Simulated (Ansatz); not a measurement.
**One structure, 3 elements: SiW3, GeW3, SnW3**

Plane-wave DFT in Ansatz with scalar-relativistic PAW potentials, cutoff 420 eV, Γ-centred meshes chosen by cell and gap, Gaussian smearing with energies taken to zero width. Every cell was relaxed (cell and atoms) in a run of its own, within the symmetry of its start. Functional: PBE.

All members share space group Pm-3m and the same sites; only the element on one set of sites changes (Si, Ge, Sn). Members needn't be the stable form of their composition. Energies over the elements, where given, are against the elements' standard states in the same functional (H₂, N₂, O₂ and halogens uncorrected, Hg as a solid). The first member:

Space group Pm-3m (No. 221). a = 3.944 Å, b = 3.944 Å, c = 3.944 Å, α = 90.00°, β = 90.00°, γ = 90.00°
```tsv
atom	site	symmetry	x	y	z
Si	1a	m-3m	0.0000	0.0000	0.0000
W	3c	4/mm.m	0.0000	0.5000	0.5000
```

How do size, gap and binding change down the group?

```csv
compound,V (Å³/atom),a (Å),energy over elements (eV/atom)
SiW3,15.34,3.944,0.262
GeW3,15.80,3.983,0.428
SnW3,17.16,4.094,0.603
```

Over the series the volume grows at each step down the group; all are metallic on the mesh; none is bound against its elements in this structure, and Si comes closest. Ge is hardly larger than Si here (15.80 against 15.34 Å³/atom), as one expects from the filled 3d shell's poor screening.

Spin-orbit coupling is left out, which matters for the bands of heavy elements.